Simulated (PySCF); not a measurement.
# Bond curve of B2

Set-up: B pcseg-1; no relativity (PySCF 2.14). Energies in eV from B + B in their ground configurations at the same level. State: Ms = 1 determinant of mixed spin (⟨S²⟩ near 2.7), unpaired electrons π ↑↑.

All columns are PBE0.

```json
{"R (Å)": "1.349", "E (eV)": "-2.211", "HOMO (eV)": "-7.76", "LUMO (eV)": "-3.58", "Mayer bond order": "1.89", "⟨S²⟩": "2.82"}
{"R (Å)": "1.411", "E (eV)": "-2.707", "HOMO (eV)": "-7.55", "LUMO (eV)": "-3.47", "Mayer bond order": "1.90", "⟨S²⟩": "2.79"}
{"R (Å)": "1.474", "E (eV)": "-2.988", "HOMO (eV)": "-7.36", "LUMO (eV)": "-3.39", "Mayer bond order": "1.91", "⟨S²⟩": "2.75"}
{"R (Å)": "1.521", "E (eV)": "-3.091", "HOMO (eV)": "-7.23", "LUMO (eV)": "-3.43", "Mayer bond order": "1.91", "⟨S²⟩": "2.72"}
{"R (Å)": "1.568", "E (eV)": "-3.120", "HOMO (eV)": "-7.11", "LUMO (eV)": "-3.51", "Mayer bond order": "1.90", "⟨S²⟩": "2.69"}
{"R (Å)": "1.615", "E (eV)": "-3.093", "HOMO (eV)": "-7.01", "LUMO (eV)": "-3.60", "Mayer bond order": "1.90", "⟨S²⟩": "2.66"}
{"R (Å)": "1.678", "E (eV)": "-2.989", "HOMO (eV)": "-6.87", "LUMO (eV)": "-3.71", "Mayer bond order": "1.88", "⟨S²⟩": "2.61"}
{"R (Å)": "1.756", "E (eV)": "-2.784", "HOMO (eV)": "-6.72", "LUMO (eV)": "-3.84", "Mayer bond order": "1.86", "⟨S²⟩": "2.53"}
{"R (Å)": "1.850", "E (eV)": "-2.478", "HOMO (eV)": "-6.56", "LUMO (eV)": "-4.00", "Mayer bond order": "1.81", "⟨S²⟩": "2.43"}
{"R (Å)": "1.976", "E (eV)": "-2.037", "HOMO (eV)": "-6.37", "LUMO (eV)": "-4.20", "Mayer bond order": "1.73", "⟨S²⟩": "2.25"}
```

The state is the lowest determinant that a PBE0 search found; another state may lie lower at other levels.
